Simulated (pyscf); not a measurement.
Structures and frequencies: ωB97X-D3(BJ)/def2-SVP in PySCF.

Question: For the elementary gas-phase step H₃C–Al(CH₃)–F (SMILES [CH3][Al]([CH3])[F]) + HCl (SMILES Cl) → CH₄ (SMILES C) + H₃C–Al(F)–Cl (SMILES [CH3][Al]([F])[Cl]) (singlet surface; Al–C, Cl–H broken, C–H, Al–Cl formed), what barrier and reaction energy does HF/def2-TZVP give, measured from the separated reactants?

Answer: ΔE‡ = 69.9 kJ/mol, ΔE = -188.0 kJ/mol. ωB97M-D3(BJ)/def2-TZVP gives 8.8 kJ/mol and -170.4 kJ/mol. Zero-point energy shifts the barrier by +2.2 kJ/mol. It is a four-centre exchange, with an imaginary mode of 744i cm⁻¹. On the reactant side the descent ends in an adduct with a Al–Cl contact (not fully relaxed), 39.7 kJ/mol under the separated species and 38.4 kJ/mol under the saddle at ωB97X-D3(BJ)/def2-TZVP. On the product side the descent ends in a complex, 18.8 kJ/mol under the separated species and 193.8 kJ/mol under the saddle at ωB97X-D3(BJ)/def2-TZVP. What is counted as formed (Al–Cl) is already present as a longer contact in the reactant adduct; forming that adduct is a step of its own. At ωB97X-D3(BJ) the barrier from the zero used here is -1.3 kJ/mol. This is the saddle that the search found; another between the same sides may lie lower.
